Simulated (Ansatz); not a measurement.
```yaml
crystal:
  periodic: [false, false, false]
  atoms:
    - {symbol: N, position_ang: [-2.349082, 0.169754, 0.000989]}
    - {symbol: Al, position_ang: [-0.646133, 0.009103, 0.000073]}
    - {symbol: Si, position_ang: [1.706397, -0.136802, -0.000790]}
    - {symbol: H, position_ang: [2.392538, 1.209223, 0.006306]}
basis:
  gaussian: {orbitals: def2-TZVP}
magnetization: {spin_polarized: true, initial_magnetization: 3}
hamiltonian: {xc: pbe0}
relax: {f_tol: 0.004, max_steps: 80}
```

```sh
$ ansatz run in.yaml --threads 1 --pin off --events-out ev --progress --plain --max-ram 2176MiB
```

Steps of the relaxation (energy above the last step; positions in Å, forces in eV/Å):

```
4
step 1, 343.9 meV
N    -2.349    0.170    0.001   -1.611    0.009    0.000
Al   -0.646    0.009    0.000    1.578    0.134    0.001
Si    1.706   -0.137   -0.001    0.167   -0.006    0.000
H     2.393    1.209    0.006   -0.134   -0.137   -0.001
```

```
4
step 2, 242.2 meV
N    -2.381    0.079    0.001   -1.021   -0.126   -0.001
Al   -0.629    0.156    0.001    1.175    0.184    0.001
Si    1.718   -0.161   -0.001   -0.148   -0.107   -0.001
H     2.396    1.178    0.006   -0.006    0.050    0.000
```

```
4
step 3, 157.4 meV
N    -2.399   -0.041    0.000   -0.280   -0.064    0.000
Al   -0.596    0.349    0.002    0.478    0.055    0.000
Si    1.705   -0.196   -0.001   -0.207   -0.124   -0.001
H     2.394    1.140    0.006    0.009    0.133    0.001
```

```
4
step 6, 108.2 meV
N    -2.373    0.108    0.001    0.273    0.079    0.000
Al   -0.451    0.241    0.001   -0.248   -0.090    0.000
Si    1.835   -0.322   -0.002    0.113    0.444    0.002
H     2.093    1.224    0.006   -0.139   -0.433   -0.002
```

```
4
step 11, 33.0 meV
N    -2.164    0.439    0.002    0.240   -0.034    0.000
Al   -0.304   -0.054    0.000   -0.124    0.086    0.000
Si    2.012   -0.334   -0.002   -0.049    0.179    0.001
H     1.559    1.200    0.006   -0.067   -0.231   -0.001
```

```
4
step 14, 0.9 meV
N    -2.007    0.569    0.003    0.048   -0.022    0.000
Al   -0.240   -0.144   -0.001   -0.051    0.002    0.000
Si    2.068   -0.290   -0.002    0.035   -0.102   -0.001
H     1.282    1.115    0.006   -0.031    0.122    0.001
```

```
4
step 16, 0.0 meV
N    -2.008    0.564    0.003    0.001    0.000    0.000
Al   -0.241   -0.139   -0.001    0.000    0.000    0.000
Si    2.065   -0.298   -0.002   -0.001    0.000    0.000
H     1.287    1.125    0.006    0.001    0.000    0.000
```

Close pairs at the end: Si3–H4 1.622 Å, N1–Al2 1.902 Å, Al2–H4 1.983 Å, Al2–Si3 2.312 Å.

A stationary point of unrestricted PBE0 after 16 steps, with ⟨S²⟩ = 3.766 against 3.75 for a pure state; no frequencies were run, so it isn't proven a minimum. 2.1 min on 1 thread of Arm Neoverse V2, shared host.
